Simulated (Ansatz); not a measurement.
A made-up structure of LiAlH$_{3}$S (charge +1), singlet:

```
6
angstrom
Li -2.4248 -1.7062 -1.5977
Al -0.3615 -1.1216 0.0218
S 0.9695 1.0100 -0.1887
H 0.6672 -1.5298 1.1731
H 0.0930 1.9773 -0.5133
H -3.8284 -2.3080 -2.0405
```

It is relaxed with PBE-D4/def2-SVP and then PBE0-D4/def2-TZVP (Ansatz 0.2.0). Atoms count as bonded within 1.22 times the sum of their covalent radii (H–H: 0.88 Å). The end point is not checked to be a true minimum.

(1) Does its bonding change? (A judgement: the text doesn't fix the answer.)

## Answers

(1) Computed: Yes. Formed: Al2–H6; broken: Li1–Al2.

Where it ends: The first stage lowers the energy by 5.46 eV in 27 steps. It ends as LiAlH₃S ([Li][H][AlH][SH]), total charge +1:
```xyz
6
angstrom
Li -2.8434 -1.8380 -2.0873
Al -0.4373 -0.9433 0.0398
S 0.4597 1.0034 0.0444
H -0.1679 -2.1902 0.9412
H -0.2905 1.4487 -0.9795
H -1.6056 -1.1590 -1.1038
```

Labels in which every atom is bracketed show which atoms are joined, not bond orders.

For scale, one of the runs: PBE0-D4/def2-TZVP relaxation, 106 basis functions, launched by `ansatz run in.yaml --threads 2 --pin off --events-out ev --progress --plain --max-ram 4352MiB`. The run took about 51 s on 2 CPU threads of an Intel Xeon (shared host).
